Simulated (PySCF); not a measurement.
## hydroxymethylium: gas-phase deprotonation enthalpies at several levels

Structure: `C=[OH+]` ([CH3O]+). Atom numbers as in the mapped SMILES `[CH2:1]=[OH+:2]`.

All levels share the PBE0-D3(BJ)/ma-def2-SVP structures and the PBE0-D3(BJ)/ma-def2-SVP thermal terms; only the single-point energies (PySCF) change. Values are gas-phase deprotonation enthalpies (298 K, kJ/mol).

| level | O2 | C1 | abs. error |
| --- | --- | --- | --- |
| LDA/ma-def2-TZVP | 682 | 929 | 29.3 |
| PBE0-D3(BJ)/def2-SV(P) | 689 | 961 | 21.6 |
| PBE0-D3(BJ)/6-31+G* | 697 | 954 | 13.9 |
| PBE0-D3(BJ)/6-31G | 700 | 979 | 11.0 |
| BLYP-D3(BJ)/ma-def2-TZVP | 700 | 943 | 10.5 |
| PBE-D3(BJ)/ma-def2-TZVP | 702 | 947 | 9.0 |
| CAM-B3LYP-D3(BJ)/ma-def2-TZVP | 705 | 945 | 6.1 |
| BP86-D3(BJ)/ma-def2-TZVP | 705 | 948 | 6.0 |
| M06-L/ma-def2-TZVP (grid 3) | 705 | 958 | 5.9 |
| PBE0-D3(BJ)/ma-def2-SVP | 705 | 958 | 5.5 |
| M06/ma-def2-TZVP (grid 3) | 705 | 943 | 5.4 |
| ωB97M-D3(BJ)/ma-def2-TZVP (grid 3) | 705 | 938 | 5.4 |
| PBE0-D3(BJ)/pcseg-1 | 706 | 955 | 4.6 |
| M06-2X/ma-def2-TZVP (grid 3) | 707 | 943 | 3.6 |
| PBE0-D3(BJ)/aug-pcseg-1 | 708 | 949 | 3.0 |
| B3LYP-D3(BJ)/ma-def2-TZVP | 709 | 951 | 2.0 |
| r2SCAN-D3(BJ)/ma-def2-TZVP (grid 3) | 709 | 956 | 2.0 |
| PBE0-D3(BJ)/6-311+G** | 711 | 956 | 0.1 |
| PBE0-D3(BJ)/def2-SVPD | 711 | 956 | 0.3 |
| PBE0-D3(BJ)/6-31G* | 711 | 973 | 0.5 |
| HSE06/ma-def2-TZVP | 712 | 956 | 0.8 |
| PBE0-D3(BJ)/aug-cc-pVDZ | 713 | 949 | 2.0 |
| PBE0-D3(BJ)/ma-def2-TZVP | 713 | 957 | 2.4 |
| TPSS-D3(BJ)/ma-def2-TZVP (grid 3) | 714 | 960 | 3.1 |
| PBE0-D3(BJ)/def2-TZVPD | 714 | 955 | 3.3 |
| PBE0-D3(BJ)/def2-TZVP | 715 | 958 | 4.1 |
| PBE0-D3(BJ)/6-311++G(2d,2p) | 715 | 955 | 4.6 |
| LC-ωPBE/ma-def2-TZVP | 716 | 961 | 5.3 |
| PBE0-D3(BJ)/jun-cc-pV(T+d)Z | 717 | 955 | 5.7 |
| PBE0-D3(BJ)/aug-cc-pVTZ | 717 | 955 | 6.0 |
| PBE0-D3(BJ)/pcseg-2 | 717 | 958 | 6.0 |
| TPSSh-D3(BJ)/ma-def2-TZVP (grid 3) | 717 | 962 | 6.1 |
| PBE0-D3(BJ)/def2-QZVPPD | 717 | 957 | 6.5 |
| PBE0-D3(BJ)/def2-QZVP | 718 | 957 | 6.8 |
| ωB97X-D3(BJ)/ma-def2-TZVP | 718 | 956 | 7.0 |
| PBE0-D3(BJ)/def2-TZVPP | 718 | 958 | 7.6 |
| BHandHLYP/ma-def2-TZVP | 719 | 956 | 7.8 |
| PBE0-D3(BJ)/def2-SVP | 719 | 970 | 8.2 |
| OPBE/ma-def2-TZVP | 720 | 966 | 9.1 |
| B97-2/ma-def2-TZVP | 720 | 963 | 9.5 |
| PBE0-D3(BJ)/cc-pVTZ | 721 | 960 | 10.0 |
| PBE0-D3(BJ)/cc-pVDZ | 723 | 964 | 12.4 |
| HF/ma-def2-TZVP | 741 | 965 | 29.9 |
| ATcT 1.112 | 711 | n/a |  |

Hartree-Fock leaves out electron correlation, so its deprotonation energies can be off by tens of kJ/mol.

The widest spread is that of O2: 59 kJ/mol, from 682 to 741.
